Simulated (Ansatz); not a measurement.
# BH₅OSi (built from SMILES OB[SiH3]): search for a transition state

Wanted: the transition state of a 1,2-elimination (form Si2–H4 and break B1–Si2, O3–H4). The guess is relaxed with those distances held, a saddle search follows, and vibrations and two downhill relaxations check it.

Program: Ansatz 0.2.0, Gaussian basis. Level of theory: PBE0-D4, def2-SVP first, then def2-TZVP. These are calculated values, not measurements.

21 further runs of the same task are left out: 21 set aside as unsound or not needed.

## 1. Starting geometry

The guess: 8 atoms, charge 0, spin multiplicity 1.

Atoms are counted from 1 here; the program's logs count them from 0.

Bond lengths: B1–O3 1.323 Å, B1–H5 1.165 Å, Si2–H6 1.484 Å, Si2–H7 1.468 Å, Si2–H8 1.482 Å, O3–H4 1.261 Å. Angles: O3–B1–H5 122.7°, H6–Si2–H7 105.8°, H6–Si2–H8 107.6°, H7–Si2–H8 106.4°, B1–O3–H4 99.6°.

Geometry (Å):

```
B    -1.0244   -0.4919   -0.8213
Si    0.6224    0.7472    0.1279
O    -0.8739   -1.4397    0.0900
H     0.0494   -0.9257    0.7789
H    -1.8278   -0.5511   -1.6635
H     1.7084   -0.2618    0.1974
H     1.2777    2.0184   -0.2030
H     0.0682    0.9045    1.4937
```

Distances that are to change: Si2–H4 1.88 Å, B1–Si2 2.27 Å, O3–H4 1.26 Å.

## 2. Relaxing the guess with the reacting distances held

Contents of hold/in.yaml:

```yaml
crystal:
  periodic: [false, false, false]
  atoms:
    - {symbol: B, position_ang: [-1.024400, -0.491900, -0.821300]}
    - {symbol: Si, position_ang: [0.622400, 0.747200, 0.127900]}
    - {symbol: O, position_ang: [-0.873900, -1.439700, 0.090000]}
    - {symbol: H, position_ang: [0.049400, -0.925700, 0.778900]}
    - {symbol: H, position_ang: [-1.827800, -0.551100, -1.663500]}
    - {symbol: H, position_ang: [1.708400, -0.261800, 0.197400]}
    - {symbol: H, position_ang: [1.277700, 2.018400, -0.203000]}
    - {symbol: H, position_ang: [0.068200, 0.904500, 1.493700]}
basis:
  gaussian: {orbitals: def2-SVP}
hamiltonian: {xc: pbe0, dispersion: d4}
relax: {f_tol: 0.08, max_steps: 120, escape_saddle: false, constraints: [{distance: [1, 3]}, {distance: [0, 1]}, {distance: [2, 3]}]}
```

The command line of these runs was not kept.

Further steps of the session: Saddle search in the small basis; Saddle search in triple zeta; Vibrations at the point found; Relaxing after a step of 0.30 Å one way along the mode; Relaxing after a step of 0.30 Å the other way along the mode.

Before running it: what results should come out? Wanted: imaginary mode; barrier from the start side; barrier from the end side; energy of the step; pairs that change; zero-point energy at the saddle.

**Answer**, as computed:

```
                       quantity                                                                       value
                 imaginary mode                                                                   151i cm⁻¹
    barrier from the start side                                                                243.8 kJ/mol
      barrier from the end side                                                                  5.2 kJ/mol
             energy of the step                                                               +238.6 kJ/mol
              pairs that change  Si2–H4 shortened, H4–H6 formed, B1–Si2 broken, Si2–H6 broken, O3–H4 broken
zero-point energy at the saddle                                                                    1.235 eV
```

One imaginary mode, 151i cm⁻¹, makes this a first-order saddle. Going downhill both ways gives the intended start and end. At PBE0-D4/def2-TZVP the electronic barrier is 243.8 kJ/mol, about 98 kT at 298 K, and the step runs 238.6 kJ/mol uphill.
